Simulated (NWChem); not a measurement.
## Total energies of methanethiol (CH$_{4}$S)

```
C
H 1 1.0987
H 1 1.0990 2 108.29
H 1 1.0990 2 108.29 3 119.17
S 1 1.8122 2 106.21 3 -120.41
H 5 1.3500 1 97.01 2 180.00
```
Charge 0, spin multiplicity 1.

Program: NWChem. The geometry was optimised at PBE0/def2-SVP, a minimum by its harmonic frequencies.

Basis set: 3-21G (30 functions).

```tsv
method	total energy (Ha)
RHF	-435.52308
MP2	-435.67462
B2PLYP	-436.25753
PBE	-436.25551
B3LYP	-436.51399
TPSS	-436.52622
CCSD(T)	-435.70448
```

Total energies of different functionals aren't comparable as a measure of quality: only differences taken within one method are. 

The correlated methods keep 6 core orbitals frozen. B3LYP has NWChem's definition, with VWN1-RPA local correlation. Coupled-cluster values serve here as a point of comparison, not as the truth.
